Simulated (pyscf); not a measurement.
Single points on ωB97X-D3(BJ)/def2-SVP structures (PySCF, gas phase).

Task: For the elementary gas-phase step H₃C–SnH₃ (SMILES [CH3][SnH3]) + CH₃• (SMILES [CH3]) -> •H₂C–SnH₃ (SMILES [CH2][SnH3]) + CH₄ (SMILES C) (doublet surface; C–H broken, C–H formed), what barrier and reaction energy does ωB97M-D3(BJ)/def2-TZVP give, measured from the separated reactants?

Result: ΔE‡ = 62.5 kJ/mol, ΔE = -10.1 kJ/mol. Zero-point energy shifts the barrier by -2.6 kJ/mol. It is a hydrogen abstraction, with an imaginary mode of 1831i cm⁻¹. The same reactants have a lower exit, to H₃C–SnH₂• + CH₄ (barrier +13.9 kJ/mol at ωB97M-D3(BJ)/def2-TZVP, against +62.5 kJ/mol here). •H₂C–SnH₃ lies 128.0 kJ/mol over its isomer H₃C–SnH₂• (electronic energy, ωB97M-D3(BJ)/def2-TZVP). This is the saddle that the search found; another between the same sides may lie lower. The angle at the transferred H is 179°. Elements past Kr carry the def2 core potentials, without spin-orbit coupling.
